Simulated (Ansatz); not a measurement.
# CH2BCl (SMILES C=BCl): one structure at several levels

Aim: energy, forces and dipole at a structure displaced at random from a GFN2-xTB minimum, from CCSD(T) and from density functionals.

Computed with Ansatz 0.2.0, Gaussian basis. Level: single points in def2-TZVPP.

Correlated methods freeze the cores.

### Step 1. The starting structure

SMILES `C=BCl`, 5 atoms, charge 0, spin multiplicity 1.

Atoms are counted from 1 here; the program's logs count them from 0.

Bond lengths: C1–B2 1.315 Å, C1–H4 1.112 Å, C1–H5 1.055 Å, B2–Cl3 1.506 Å. Angles: B2–C1–H4 119.3°, B2–C1–H5 125.1°, H4–C1–H5 114.2°, C1–B2–Cl3 168.2°.

Coordinates:

```xyz
5
charge 0, multiplicity 1
C    -0.4771   -0.3400    0.2825
B     0.4330    0.3505   -0.3688
Cl    1.4732    1.3213   -0.8624
H    -1.3430   -0.7591   -0.2743
H    -0.3626   -0.7251    1.2577
```

### Step 2. CCSD(T)/def2-TZVPP

The input, run/in.yaml:

```yaml
crystal:
  periodic: [false, false, false]
  atoms:
    - {symbol: C, position_ang: [-0.477100, -0.340000, 0.282500]}
    - {symbol: B, position_ang: [0.433000, 0.350500, -0.368800]}
    - {symbol: Cl, position_ang: [1.473200, 1.321300, -0.862400]}
    - {symbol: H, position_ang: [-1.343000, -0.759100, -0.274300]}
    - {symbol: H, position_ang: [-0.362600, -0.725100, 1.257700]}
basis:
  gaussian: {orbitals: def2-TZVPP}
correlation: {method: ccsd_t}
output: {forces: true}
```

No record of the launch command was kept for these runs.

### Step 3. PBE0-D4/def2-TZVPP

run/in.yaml, as its differences from that of step 2:

```diff
@@ -10,3 +10,3 @@
   gaussian: {orbitals: def2-TZVPP}
-correlation: {method: ccsd_t}
-output: {forces: true}
+hamiltonian: {xc: pbe0, dispersion: d4}
+output: {forces: true, orbitals: {seedname: orbitals}}
```

### Step 4. wB97M-V/def2-TZVPP

run/in.yaml, as its differences from that of step 3:

```diff
@@ -10,3 +10,3 @@
   gaussian: {orbitals: def2-TZVPP}
-hamiltonian: {xc: pbe0, dispersion: d4}
-output: {forces: true, orbitals: {seedname: orbitals}}
+hamiltonian: {xc: {name: wB97M-V}}
+output: {forces: true}
```

### Step 5. r2SCAN-D4/def2-TZVPP

run/in.yaml, as its differences from that of step 4:

```diff
@@ -10,3 +10,3 @@
   gaussian: {orbitals: def2-TZVPP}
-hamiltonian: {xc: {name: wB97M-V}}
+hamiltonian: {xc: r2scan, dispersion: d4}
 output: {forces: true}
```

### Step 6. PBE-D4/def2-TZVPP

run/in.yaml, as its differences from that of step 5:

```diff
@@ -10,3 +10,3 @@
   gaussian: {orbitals: def2-TZVPP}
-hamiltonian: {xc: r2scan, dispersion: d4}
+hamiltonian: {xc: pbe, dispersion: d4}
 output: {forces: true}
```

### Step 7. LC-wPBE/def2-TZVPP

run/in.yaml, as its differences from that of step 6:

```diff
@@ -10,3 +10,3 @@
   gaussian: {orbitals: def2-TZVPP}
-hamiltonian: {xc: pbe, dispersion: d4}
+hamiltonian: {xc: {name: LC-wPBE}}
 output: {forces: true}
```

### Step 8. BLYP-D4/def2-TZVPP

run/in.yaml, as its differences from that of step 7:

```diff
@@ -10,3 +10,3 @@
   gaussian: {orbitals: def2-TZVPP}
-hamiltonian: {xc: {name: LC-wPBE}}
+hamiltonian: {xc: {name: BLYP}, dispersion: d4}
 output: {forces: true}
```

(Steps that only read results are left out.)

What does the calculation give? Wanted: energy less free atoms, CCSD(T)/def2-TZVPP; RMS force component; RMS force error; HOMO and LUMO, PBE0-D4; T1 diagnostic.

The runs gave:

```
                                  quantity                                                                                           value
energy less free atoms, CCSD(T)/def2-TZVPP                                                                                      -17.573 eV
                       RMS force component                                                            2.649 to 2.816 eV/Å over the methods
                           RMS force error  PBE0-D4 0.217, wB97M-V 0.214, r2SCAN-D4 0.209, PBE-D4 0.214, LC-wPBE 0.293, BLYP-D4 0.182 eV/Å
                    HOMO and LUMO, PBE0-D4                                                                              -6.32 and -0.77 eV
                             T1 diagnostic                                                                                           0.012
```

What this shows: Against CCSD(T) the functionals' energies less atoms differ by -1.325 to -0.691 eV, PBE-D4 by -1.325 eV. The reference is not at the basis limit: in triple zeta CCSD(T) underbinds, which counts against methods that bind more; the gaps are no ranking. For forces BLYP-D4 does best and LC-wPBE worst. Frozen-core CCSD(T) forces in triple zeta carry basis errors of their own, and this is one geometry, so small gaps rank nothing.
